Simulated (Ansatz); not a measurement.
A structure relaxed at PBE0-D4/def2-TZVP, charge 0, multiplicity 1:

Cartesian coordinates in Å:
```
C -1.862 0.994 0.351
C -0.768 0.512 -0.195
C -0.036 0.121 -1.401
C 0.598 0.010 -0.027
C 0.848 -1.345 0.571
O 1.616 0.944 0.209
H -2.723 1.269 -0.251
H -1.942 1.139 1.424
H 0.341 0.914 -2.039
H -0.306 -0.797 -1.916
H 0.051 -2.042 0.308
H 0.893 -1.284 1.662
H 1.800 -1.742 0.211
H 1.490 1.307 1.090
```

(1) Give its formula and SMILES.

(2) Point group (tolerance 0.08 Å, 0.16 Å for H)?

(3) Summarise the bond lengths by kind.

Answers

(1) C5H8O, `C=C1CC1(C)O`.

(2) C1.

(3) 5 × C–C 1.315 to 1.518 Å; 7 × C–H 1.085 to 1.094 Å; 1 × C–O 1.401 Å; 1 × H–O 0.961 Å.

Computed with Ansatz.
